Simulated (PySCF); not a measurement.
Structure with atom numbers: `[CH3:1][CH2:2][CH3:3]`. Hydrogens are named by the atom that carries them.

A single conformation, gas phase, non-relativistic Hamiltonian, rapidly exchanging positions averaged. Structure optimised with PBE0-D3(BJ)/def2-TZVP; shielding tensors at B97-2/pcSseg-2 (GIAO); PySCF 2.14.0 with density-fitted response routines.

References, each an isolated molecule treated in the same way: $^{13}$C (σref 185.38), $^{1}$H (σref 31.64) vs TMS.

| atoms | nucleus | count | δ (ppm) |
| --- | --- | --- | --- |
| H(C2) | $^{1}$H | 2 | 1.39 |
| H(C1)/H(C3) | $^{1}$H | 6 | ? |
| C1/C3 | $^{13}$C | 2 | 19.2 |
| C2 | $^{13}$C | 1 | ? |

Problem. Complete the table.

Solution. 
- C2: 21.7 ppm, sp3 CH2; a saturated carbon with 2 carbon neighbours and no heteroatom attached
- H(C1)/H(C3): 0.96 ppm, hydrogen on a methyl carbon; far from electronegative atoms and π systems

Shifts are as computed. Against solution values, carbons near 30 ppm lie about +3 ppm off and those near 130 ppm about +7 ppm. Of 1211 compounds with measured shifts, 218 miss one by over three times the rms of a fit or turn the order of signals round; such compounds aren't used in these exercises.
